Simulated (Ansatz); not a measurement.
# AlNH3 radical: an energy map over bond length N1–Al2 and bond length Al2–H4

A grid of calculations on AlH₃N, SMILES [NH][AlH2], spin multiplicity 2, to see where the energy is lowest and how it rises around there.

Method: UHF/def2-TZVP; program: Ansatz 0.2.0.

### Step 1. The starting structure

SMILES `[NH][AlH2]`, 5 atoms, charge 0, spin multiplicity 2.

Atoms are counted from 1 here; the program's logs count them from 0.

Bond lengths: N1–Al2 1.753 Å, N1–H3 1.019 Å, Al2–H4 1.597 Å, Al2–H5 1.597 Å. Angles: Al2–N1–H3 177.9°, N1–Al2–H4 117.0°, N1–Al2–H5 117.1°, H4–Al2–H5 125.9°.

Geometry (Å):

```xyz
5
charge 0, multiplicity 2
N     0.4839   -0.7391    0.7183
Al   -0.2618    0.3993   -0.3866
H     0.9414   -1.4107    1.3335
H    -1.4690   -0.1414   -1.2810
H     0.3056    1.8919   -0.3841
```

This geometry comes from a loose relaxation at PBE in a small basis, which is not shown.

### Step 2. The minimum at this level

input.yaml reads:

```yaml
crystal:
  periodic: [false, false, false]
  atoms:
    - { symbol: "N", position_ang: [0.483854, -0.739071, 0.71831] }
    - { symbol: Al, position_ang: [-0.261837, 0.399324, -0.386645] }
    - { symbol: H, position_ang: [0.941415, -1.410658, 1.333523] }
    - { symbol: H, position_ang: [-1.469009, -0.14145, -1.281047] }
    - { symbol: H, position_ang: [0.305566, 1.891855, -0.384141] }
magnetization:
  spin_polarized: true
  initial_magnetization: 1
basis:
  gaussian: { orbitals: def2-TZVP }
hamiltonian:
  xc: hf
output:
  forces: true
relax:
  f_tol: 0.003
  max_steps: 120
```

The run is started by

```console
$ ansatz run input.yaml --threads 1 --pin off --max-ram 2560MiB --backend cpu --events-out ev --progress --plain --runs-dir out
```

Log:

```text
Warning: RAYON_NUM_THREADS=1 ignored (pool sized by the plan → 1); use --threads N
The last accepted step is kept in <dir> (removed where the run ends without a failure and the disk answers)
Engine: ansatz 0.2.0, aarch64-unknown-linux-gnu
Functional definition: HF
  exchange = exact_x
  correlation = 0
631 factors; their error is unknown
mean field evaluation 1: about -8105.3418 eV, gradient 2.9e1 eV
mean field evaluation 2: about -8108.3506 eV, gradient 2.5e1 eV
mean field evaluation 4: about -8111.7745 eV, gradient 1.5e0 eV
mean field evaluation 8: about -8111.8247 eV, gradient 9.8e-2 eV
mean field evaluation 16: about -8111.9064 eV, gradient 3.4e-5 eV
mean field evaluation 32: about -8111.5518 eV, gradient 5.6e0 eV
mean field evaluation 64: about -8107.9000 eV, gradient 6.8e0 eV
mean field -8111.90635465 eV, -298.1070600857 hartree, gradient 6.1e-6 eV, S^2 0.764813; 3 other end points of the search recorded, 0 dependent functions left out
the calculation of the forces begins
reference -8111.90635465 eV, -298.1070600857 hartree; 12, 11 occupied and 74, 75 virtual orbitals, 631 factors
relax step   1: F+E_penalty+E_count = -8111.90635465 eV  Δ(F+E_penalty+E_count) = +0.000e0 eV  max|allowed force component| = 8.914e-1 eV/Å  Δτ_max = 0.0000 Å  (174 SCF iters, accepted)
these checks for a lower state are left out or cut short: starts, cluster_reference, orbital_swaps, neighbouring_geometries, increment
631 factors; their error is unknown
mean field evaluation 96: about -8111.9366 eV, gradient 9.3e-5 eV
mean field -8111.93655810 eV, -298.1081700420 hartree, gradient 5.5e-6 eV, S^2 0.764202; 0 other end points of the search recorded, 0 dependent functions left out
the calculation of the forces begins
reference -8111.93655810 eV, -298.1081700420 hartree; 12, 11 occupied and 74, 75 virtual orbitals, 631 factors
relax step   2: F+E_penalty+E_count = -8111.93655810 eV  Δ(F+E_penalty+E_count) = -3.020e-2 eV  max|allowed force component| = 1.691e-1 eV/Å  Δτ_max = 0.0344 Å  (50 SCF iters, accepted)
these checks for a lower state are left out or cut short: starts, cluster_reference, orbital_swaps, neighbouring_geometries, increment
631 factors; their error is unknown
mean field -8111.93757385 eV, -298.1082073702 hartree, gradient 5.6e-6 eV, S^2 0.764086; 0 other end points of the search recorded, 0 dependent functions left out
the calculation of the forces begins
reference -8111.93757385 eV, -298.1082073702 hartree; 12, 11 occupied and 74, 75 virtual orbitals, 631 factors
relax step   3: F+E_penalty+E_count = -8111.93757385 eV  Δ(F+E_penalty+E_count) = -1.016e-3 eV  max|allowed force component| = 3.959e-2 eV/Å  Δτ_max = 0.0096 Å  (51 SCF iters, accepted)
these checks for a lower state are left out or cut short: starts, cluster_reference, orbital_swaps, neighbouring_geometries, increment
631 factors; their error is unknown
mean field -8111.93767342 eV, -298.1082110295 hartree, gradient 8.8e-6 eV, S^2 0.764053; 0 other end points of the search recorded, 0 dependent functions left out
the calculation of the forces begins
reference -8111.93767342 eV, -298.1082110295 hartree; 12, 11 occupied and 74, 75 virtual orbitals, 631 factors
relax step   4: F+E_penalty+E_count = -8111.93767342 eV  Δ(F+E_penalty+E_count) = -9.957e-5 eV  max|allowed force component| = 5.554e-3 eV/Å  Δτ_max = 0.0129 Å  (49 SCF iters, accepted)
these checks for a lower state are left out or cut short: starts, cluster_reference, orbital_swaps, neighbouring_geometries, increment
631 factors; their error is unknown
mean field evaluation 128: about -8111.9377 eV, gradient 2.1e-3 eV
mean field -8111.93767991 eV, -298.1082112680 hartree, gradient 5.6e-6 eV, S^2 0.764045; 0 other end points of the search recorded, 0 dependent functions left out
the calculation of the forces begins
reference -8111.93767991 eV, -298.1082112680 hartree; 12, 11 occupied and 74, 75 virtual orbitals, 631 factors
relax step   5: F+E_penalty+E_count = -8111.93767991 eV  Δ(F+E_penalty+E_count) = -6.490e-6 eV  max|allowed force component| = 1.384e-2 eV/Å  Δτ_max = 0.0039 Å  (52 SCF iters, accepted)
these checks for a lower state are left out or cut short: starts, cluster_reference, orbital_swaps, neighbouring_geometries, increment
631 factors; their error is unknown
mean field -8111.93770002 eV, -298.1082120070 hartree, gradient 6.2e-6 eV, S^2 0.764036; 0 other end points of the search recorded, 0 dependent functions left out
the calculation of the forces begins
reference -8111.93770002 eV, -298.1082120070 hartree; 12, 11 occupied and 74, 75 virtual orbitals, 631 factors
relax step   6: F+E_penalty+E_count = -8111.93770002 eV  Δ(F+E_penalty+E_count) = -2.011e-5 eV  max|allowed force component| = 8.993e-3 eV/Å  Δτ_max = 0.0060 Å  (47 SCF iters, accepted)
these checks for a lower state are left out or cut short: starts, cluster_reference, orbital_swaps, neighbouring_geometries, increment
631 factors; their error is unknown
mean field -8111.93771389 eV, -298.1082125167 hartree, gradient 8.9e-6 eV, S^2 0.764023; 0 other end points of the search recorded, 0 dependent functions left out
the calculation of the forces begins
reference -8111.93771389 eV, -298.1082125167 hartree; 12, 11 occupied and 74, 75 virtual orbitals, 631 factors
relax step   7: F+E_penalty+E_count = -8111.93771389 eV  Δ(F+E_penalty+E_count) = -1.387e-5 eV  max|allowed force component| = 2.606e-2 eV/Å  Δτ_max = 0.0079 Å  (48 SCF iters, accepted)
these checks for a lower state are left out or cut short: starts, cluster_reference, orbital_swaps, neighbouring_geometries, increment
631 factors; their error is unknown
mean field evaluation 160: about -8111.9377 eV, gradient 1.7e-5 eV
mean field -8111.93774546 eV, -298.1082136768 hartree, gradient 5.4e-6 eV, S^2 0.764009; 0 other end points of the search recorded, 0 dependent functions left out
the calculation of the forces begins
reference -8111.93774546 eV, -298.1082136768 hartree; 12, 11 occupied and 74, 75 virtual orbitals, 631 factors
relax step   8: F+E_penalty+E_count = -8111.93774546 eV  Δ(F+E_penalty+E_count) = -3.157e-5 eV  max|allowed force component| = 1.537e-2 eV/Å  Δτ_max = 0.0059 Å  (54 SCF iters, accepted)
these checks for a lower state are left out or cut short: starts, cluster_reference, orbital_swaps, neighbouring_geometries, increment
631 factors; their error is unknown
mean field -8111.93243224 eV, -298.1080184197 hartree, gradient 2.8e-5 eV, S^2 0.763761; 0 other end points of the search recorded, 0 dependent functions left out
the calculation of the forces begins
reference -8111.93243224 eV, -298.1080184197 hartree; 12, 11 occupied and 74, 75 virtual orbitals, 631 factors
relax step   9: F+E_penalty+E_count = -8111.93243224 eV  Δ(F+E_penalty+E_count) = +5.313e-3 eV  max|allowed force component| = 5.363e-1 eV/Å  Δτ_max = 0.1104 Å  (62 SCF iters, rejected (line search))
these checks for a lower state are left out or cut short: starts, cluster_reference, orbital_swaps, neighbouring_geometries, increment
631 factors; their error is unknown
mean field -8111.93787825 eV, -298.1082185566 hartree, gradient 5.1e-6 eV, S^2 0.763946; 0 other end points of the search recorded, 0 dependent functions left out
the calculation of the forces begins
reference -8111.93787825 eV, -298.1082185566 hartree; 12, 11 occupied and 74, 75 virtual orbitals, 631 factors
relax step  10: F+E_penalty+E_count = -8111.93787825 eV  Δ(F+E_penalty+E_count) = -1.328e-4 eV  max|allowed force component| = 7.798e-3 eV/Å  Δτ_max = 0.0263 Å  (52 SCF iters, accepted)
these checks for a lower state are left out or cut short: starts, cluster_reference, orbital_swaps, neighbouring_geometries, increment
631 factors; their error is unknown
mean field evaluation 192: about -8111.9363 eV, gradient 7.6e-6 eV
mean field -8111.93628639 eV, -298.1081600570 hartree, gradient 7.6e-6 eV, S^2 0.763753; 0 other end points of the search recorded, 0 dependent functions left out
the calculation of the forces begins
reference -8111.93628639 eV, -298.1081600570 hartree; 12, 11 occupied and 74, 75 virtual orbitals, 631 factors
relax step  11: F+E_penalty+E_count = -8111.93628639 eV  Δ(F+E_penalty+E_count) = +1.592e-3 eV  max|allowed force component| = 2.915e-1 eV/Å  Δτ_max = 0.0720 Å  (48 SCF iters, rejected (line search))
these checks for a lower state are left out or cut short: starts, cluster_reference, orbital_swaps, neighbouring_geometries, increment
631 factors; their error is unknown
mean field -8111.93798954 eV, -298.1082226466 hartree, gradient 5.4e-6 eV, S^2 0.763884; 0 other end points of the search recorded, 0 dependent functions left out
the calculation of the forces begins
reference -8111.93798954 eV, -298.1082226466 hartree; 12, 11 occupied and 74, 75 virtual orbitals, 631 factors
relax step  12: F+E_penalty+E_count = -8111.93798954 eV  Δ(F+E_penalty+E_count) = -1.113e-4 eV  max|allowed force component| = 1.698e-2 eV/Å  Δτ_max = 0.0229 Å  (56 SCF iters, accepted)
these checks for a lower state are left out or cut short: starts, cluster_reference, orbital_swaps, neighbouring_geometries, increment
631 factors; their error is unknown
mean field -8111.93792064 eV, -298.1082201144 hartree, gradient 5.3e-6 eV, S^2 0.763786; 0 other end points of the search recorded, 0 dependent functions left out
the calculation of the forces begins
reference -8111.93792064 eV, -298.1082201144 hartree; 12, 11 occupied and 74, 75 virtual orbitals, 631 factors
relax step  13: F+E_penalty+E_count = -8111.93792064 eV  Δ(F+E_penalty+E_count) = +6.890e-5 eV  max|allowed force component| = 1.013e-1 eV/Å  Δτ_max = 0.0284 Å  (56 SCF iters, rejected (line search))
these checks for a lower state are left out or cut short: starts, cluster_reference, orbital_swaps, neighbouring_geometries, increment
631 factors; their error is unknown
mean field -8111.93808238 eV, -298.1082260585 hartree, gradient 5.3e-6 eV, S^2 0.763818; 0 other end points of the search recorded, 0 dependent functions left out
the calculation of the forces begins
reference -8111.93808238 eV, -298.1082260585 hartree; 12, 11 occupied and 74, 75 virtual orbitals, 631 factors
relax step  14: F+E_penalty+E_count = -8111.93808238 eV  Δ(F+E_penalty+E_count) = -9.284e-5 eV  max|allowed force component| = 1.014e-2 eV/Å  Δτ_max = 0.0142 Å  (54 SCF iters, accepted)
these checks for a lower state are left out or cut short: starts, cluster_reference, orbital_swaps, neighbouring_geometries, increment
631 factors; their error is unknown
mean field evaluation 224: about -8111.8569 eV, gradient 7.0e-3 eV
mean field -8111.93814960 eV, -298.1082285285 hartree, gradient 2.8e-5 eV, S^2 0.763689; 0 other end points of the search recorded, 0 dependent functions left out
the calculation of the forces begins
reference -8111.93814960 eV, -298.1082285285 hartree; 12, 11 occupied and 74, 75 virtual orbitals, 631 factors
relax step  15: F+E_penalty+E_count = -8111.93814960 eV  Δ(F+E_penalty+E_count) = -6.721e-5 eV  max|allowed force component| = 4.514e-2 eV/Å  Δτ_max = 0.0244 Å  (53 SCF iters, accepted)
these checks for a lower state are left out or cut short: starts, cluster_reference, orbital_swaps, neighbouring_geometries, increment
631 factors; their error is unknown
mean field -8111.93817313 eV, -298.1082293934 hartree, gradient 2.9e-5 eV, S^2 0.763685; 0 other end points of the search recorded, 0 dependent functions left out
the calculation of the forces begins
reference -8111.93817313 eV, -298.1082293934 hartree; 12, 11 occupied and 74, 75 virtual orbitals, 631 factors
relax step  16: F+E_penalty+E_count = -8111.93817313 eV  Δ(F+E_penalty+E_count) = -2.353e-5 eV  max|allowed force component| = 3.079e-2 eV/Å  Δτ_max = 0.0020 Å  (55 SCF iters, accepted)
these checks for a lower state are left out or cut short: starts, cluster_reference, orbital_swaps, neighbouring_geometries, increment
631 factors; their error is unknown
mean field -8111.93820885 eV, -298.1082307059 hartree, gradient 2.8e-5 eV, S^2 0.763624; 0 other end points of the search recorded, 0 dependent functions left out
the calculation of the forces begins
reference -8111.93820885 eV, -298.1082307059 hartree; 12, 11 occupied and 74, 75 virtual orbitals, 631 factors
relax step  17: F+E_penalty+E_count = -8111.93820885 eV  Δ(F+E_penalty+E_count) = -3.572e-5 eV  max|allowed force component| = 7.635e-4 eV/Å  Δτ_max = 0.0078 Å  (52 SCF iters, accepted)
these checks for a lower state are left out or cut short: starts, cluster_reference, orbital_swaps, neighbouring_geometries, increment
631 factors; their error is unknown
mean field -8111.93821248 eV, -298.1082308395 hartree, gradient 2.9e-5 eV, S^2 0.763595; 0 other end points of the search recorded, 0 dependent functions left out
the calculation of the forces begins
reference -8111.93821248 eV, -298.1082308395 hartree; 12, 11 occupied and 74, 75 virtual orbitals, 631 factors
relax step  18: F+E_penalty+E_count = -8111.93821248 eV  Δ(F+E_penalty+E_count) = -3.636e-6 eV  max|allowed force component| = 1.401e-3 eV/Å  Δτ_max = 0.0044 Å  (47 SCF iters, accepted)
631 factors; their error is unknown
mean field evaluation 256: about -8111.8571 eV, gradient 8.8e-5 eV
mean field evaluation 288: about -8111.4298 eV, gradient 1.1e0 eV
mean field evaluation 320: about -8109.6567 eV, gradient 4.4e0 eV
mean field -8111.93821248 eV, -298.1082308395 hartree, gradient 2.9e-5 eV, S^2 0.763595; 4 other end points of the search recorded, 0 dependent functions left out
the calculation of the forces begins
reference -8111.93821248 eV, -298.1082308395 hartree; 12, 11 occupied and 74, 75 virtual orbitals, 631 factors
Total energy: -8111.93821248 eV, -298.1082308395 hartree
Atom 0 at     0.400323    -0.714075     0.826263 Å, force     0.000786    -0.001054     0.001401 eV/Å
Atom 1 at    -0.257589     0.388050    -0.369885 Å, force    -0.000657     0.000984    -0.001319 eV/Å
Atom 2 at     0.985892    -1.404514     1.232945 Å, force    -0.000104     0.000069    -0.000142 eV/Å
Atom 3 at    -1.430206    -0.126805    -1.282430 Å, force    -0.000010     0.000052    -0.000002 eV/Å
Atom 4 at     0.301569     1.857343    -0.406893 Å, force    -0.000015    -0.000051     0.000063 eV/Å
Dipole moment:     0.159520    -0.141315     0.004861 e Å
```

Wall time 22 s (1 thread of Arm Neoverse V2, shared host); peak memory 0.15 GiB.

Relaxation path: (the energy doesn't fall at every step)

| step | energy from step 1 (eV) | largest force component (eV/Å) |
| --- | --- | --- |
| 1 | 0.0000 | 0.8914 |
| 2 | -0.0302 | 0.1691 |
| 3 | -0.0312 | 0.0396 |
| 4 | -0.0313 | 0.0056 |
| 5 | -0.0313 | 0.0138 |
| 6 | -0.0313 | 0.0090 |
| 7 | -0.0314 | 0.0261 |
| 8 | -0.0314 | 0.0154 |
| 9 | -0.0261 | 0.5363 |
| 10 | -0.0315 | 0.0078 |
| 11 | -0.0299 | 0.2915 |
| 12 | -0.0316 | 0.0170 |
| 13 | -0.0316 | 0.1013 |
| 14 | -0.0317 | 0.0101 |
| 15 | -0.0318 | 0.0451 |
| 16 | -0.0318 | 0.0308 |
| 17 | -0.0319 | 0.0008 |
| 18 | -0.0319 | 0.0014 |

Distances of close pairs at the start and the end, largest changes first:

| bond | before (Å) | after (Å) | change (Å) |
| --- | --- | --- | --- |
| N1–H3 | 1.019 | 0.992 | -0.027 |
| Al2–H4 | 1.597 | 1.573 | -0.024 |
| Al2–H5 | 1.597 | 1.573 | -0.024 |
| N1–Al2 | 1.753 | 1.755 | +0.002 |

### Step 3. The grid

- bond length N1–Al2: 15 values from 1.544 to 2.193 Å
- bond length Al2–H4: 15 values from 1.384 to 1.966 Å

Nothing else is relaxed (all other coordinates rigid). Energies count from the relaxed molecule at the same level.

Of the runs on the grid, 3 are shown in the steps below; the others differ only in the two coordinates.

### Step 4. Point bond length N1–Al2 = 1.961 Å, bond length Al2–H4 = 1.883 Å

input.yaml reads:

```yaml
crystal:
  periodic: [false, false, false]
  atoms:
    - { symbol: "N", position_ang: [0.400323, -0.714075, 0.826263] }
    - { symbol: Al, position_ang: [-0.335021, 0.517762, -0.510663] }
    - { symbol: H, position_ang: [0.985892, -1.404514, 1.232945] }
    - { symbol: H, position_ang: [-1.739153, -0.098744, -1.603376] }
    - { symbol: H, position_ang: [0.224138, 1.987055, -0.547671] }
magnetization:
  spin_polarized: true
  initial_magnetization: 1
basis:
  gaussian: { orbitals: def2-TZVP }
hamiltonian:
  xc: hf
output:
  forces: true
```

The run is started by

```console
$ ansatz run input.yaml --threads 1 --pin off --max-ram 2560MiB --backend cpu --events-out ev --progress --plain --runs-dir out
```

Log:

```text
Warning: RAYON_NUM_THREADS=1 ignored (pool sized by the plan → 1); use --threads N
[... 4 set-up lines as earlier in the session ...]
631 factors; their error is unknown
mean field evaluation 1: about -8103.7231 eV, gradient 3.0e1 eV
mean field evaluation 2: about -8106.5177 eV, gradient 2.8e1 eV
mean field evaluation 4: about -8110.8826 eV, gradient 1.6e0 eV
mean field evaluation 8: about -8110.9230 eV, gradient 1.9e-1 eV
mean field evaluation 16: about -8103.8098 eV, gradient 3.0e1 eV
mean field evaluation 32: about -8110.5906 eV, gradient 6.1e-1 eV
mean field evaluation 64: about -8111.0016 eV, gradient 8.8e-2 eV
mean field evaluation 96: about -8107.6736 eV, gradient 3.1e0 eV
mean field evaluation 128: about -8111.0048 eV, gradient 6.0e-2 eV
mean field evaluation 160: about -8097.9154 eV, gradient 9.7e0 eV
mean field -8111.00556776 eV, -298.0739567782 hartree, gradient 1.3e-5 eV, S^2 0.768833; 4 other end points of the search recorded, 0 dependent functions left out
the calculation of the forces begins
reference -8111.00556776 eV, -298.0739567782 hartree; 12, 11 occupied and 74, 75 virtual orbitals, 631 factors
Total energy: -8111.00556776 eV, -298.0739567782 hartree
Atom 0 at     0.400323    -0.714075     0.826263 Å, force    -1.673834     2.394779    -2.142632 eV/Å
Atom 1 at    -0.335021     0.517762    -0.510663 Å, force    -0.466840    -2.925697     0.706910 eV/Å
Atom 2 at     0.985892    -1.404514     1.232945 Å, force     0.216177    -0.130242    -0.186967 eV/Å
Atom 3 at    -1.739153    -0.098744    -1.603376 Å, force     1.996198     0.839569     1.591349 eV/Å
Atom 4 at     0.224138     1.987055    -0.547671 Å, force    -0.071701    -0.178408     0.031340 eV/Å
Dipole moment:     0.177658     0.029634    -0.042994 e Å
```

Run time: 2.8 s. Hardware: 1 thread of Arm Neoverse V2, shared host; peak memory 0.14 GiB.

Energy on the map's scale: 21.5 kcal/mol.

### Step 5. Point bond length N1–Al2 = 1.776 Å, bond length Al2–H4 = 1.592 Å

input.yaml reads:

```yaml
crystal:
  periodic: [false, false, false]
  atoms:
    - { symbol: "N", position_ang: [0.400323, -0.714075, 0.826263] }
    - { symbol: Al, position_ang: [-0.265649, 0.401551, -0.384538] }
    - { symbol: H, position_ang: [0.985892, -1.404514, 1.232945] }
    - { symbol: H, position_ang: [-1.452786, -0.11968, -1.308382] }
    - { symbol: H, position_ang: [0.29351, 1.870844, -0.421546] }
magnetization:
  spin_polarized: true
  initial_magnetization: 1
basis:
  gaussian: { orbitals: def2-TZVP }
hamiltonian:
  xc: hf
output:
  forces: true
```

The run is started by

```console
$ ansatz run input.yaml --threads 1 --pin off --max-ram 2560MiB --backend cpu --events-out ev --progress --plain --runs-dir out
```

Log:

```text
Warning: RAYON_NUM_THREADS=1 ignored (pool sized by the plan → 1); use --threads N
[... 4 set-up lines as earlier in the session ...]
631 factors; their error is unknown
mean field evaluation 1: about -8105.2811 eV, gradient 2.9e1 eV
mean field evaluation 2: about -8108.3611 eV, gradient 2.5e1 eV
mean field evaluation 4: about -8111.8010 eV, gradient 1.5e0 eV
mean field evaluation 8: about -8111.8481 eV, gradient 9.6e-2 eV
mean field evaluation 16: about -8111.9294 eV, gradient 4.1e-5 eV
mean field evaluation 32: about -8111.5536 eV, gradient 5.7e0 eV
mean field evaluation 64: about -8106.7704 eV, gradient 4.9e0 eV
mean field -8111.92936030 eV, -298.1079055278 hartree, gradient 5.8e-6 eV, S^2 0.763960; 3 other end points of the search recorded, 0 dependent functions left out
the calculation of the forces begins
reference -8111.92936030 eV, -298.1079055278 hartree; 12, 11 occupied and 74, 75 virtual orbitals, 631 factors
Total energy: -8111.92936030 eV, -298.1079055278 hartree
Atom 0 at     0.400323    -0.714075     0.826263 Å, force    -0.244589     0.362697    -0.344365 eV/Å
Atom 1 at    -0.265649     0.401551    -0.384538 Å, force     0.014348    -0.419972     0.189641 eV/Å
Atom 2 at     0.985892    -1.404514     1.232945 Å, force     0.022521    -0.011588    -0.021259 eV/Å
Atom 3 at    -1.452786    -0.119680    -1.308382 Å, force     0.212980     0.087095     0.171073 eV/Å
Atom 4 at     0.293510     1.870844    -0.421546 Å, force    -0.005260    -0.018231     0.004910 eV/Å
Dipole moment:     0.157691    -0.126107    -0.002977 e Å
```

It took 1.9 s on 1 thread of Arm Neoverse V2, shared host; peak memory 0.14 GiB.

That is 0.20 kcal/mol from the zero.

(Part 1 of 2 ends here.)
